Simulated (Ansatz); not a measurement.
Geometry optimisation, RKS PBE0-D4/6-31G* (Ansatz 0.2.0).

Input file:

```yaml
crystal:
  periodic: [false, false, false]
  atoms:
    - { symbol: O, position_ang: [-1.6515, 0.2651, -0.6549] }
    - { symbol: B, position_ang: [-0.2535, 0.1948, -0.7919] }
    - { symbol: Al, position_ang: [0.8886, 0.0006, 0.8852] }
    - { symbol: H, position_ang: [-1.9537, -0.6129, -0.7142] }
    - { symbol: H, position_ang: [0.2585, 0.2231, -1.8755] }
    - { symbol: H, position_ang: [0.2378, -0.0237, 2.3405] }
    - { symbol: H, position_ang: [2.535, -0.115, 0.7651] }
basis:
  gaussian: { orbitals: "6-31G*" }
hamiltonian:
  xc: pbe0
  dispersion: d4
relax:
  f_tol: 0.02
  max_steps: 50
```

Launched with:

```bash
$ ansatz run input.yaml --threads 1 --pin off --max-ram 2048MiB --backend cpu --events-out ev --progress --plain --runs-dir out
```

Question: Where does it end, and by what steps?

Answer: The forces met the threshold. After 17 steps the energy has fallen by 1.116 eV; H5 moved furthest, 1.01 Å.

```
step  energy less start (eV)  largest force component (eV/Å)  accepted
   0                  0.0000                           1.931       yes
   1                 -0.2427                           0.951       yes
   2                 -0.3878                           2.658       yes
   3                 -0.5825                           2.679       yes
   4                 -0.9611                           1.591       yes
   5                 -1.0473                           0.684       yes
   6                 -1.0570                           0.175       yes
   7                 -1.0679                           0.540       yes
   8                 -1.0955                           0.264       yes
   9                 -1.1088                           0.076       yes
  10                 -1.1021                           0.573        no
  11                 -1.1129                           0.055       yes
  12                 -1.1125                           0.173        no
  13                 -1.1144                           0.031       yes
  14                 -1.1154                           0.055       yes
  15                 -1.1157                           0.058       yes
  16                 -1.1159                           0.051       yes
  17                 -1.1160                           0.018       yes
```

```xyz
7
Properties=species:S:1:pos:R:3
O -1.394 -0.707 -0.699
B -0.368 0.185 -0.648
Al 0.994 0.038 1.007
H -1.962 -0.575 -1.471
H -0.291 1.005 -1.539
H 0.757 0.842 2.374
H 2.325 -0.855 0.930
```

Whether the end is a true minimum wasn't checked by a vibrational analysis.

Time of the run: 33 s on 1 thread of Arm Neoverse V1, on a shared host, peak memory 0.13 GiB.
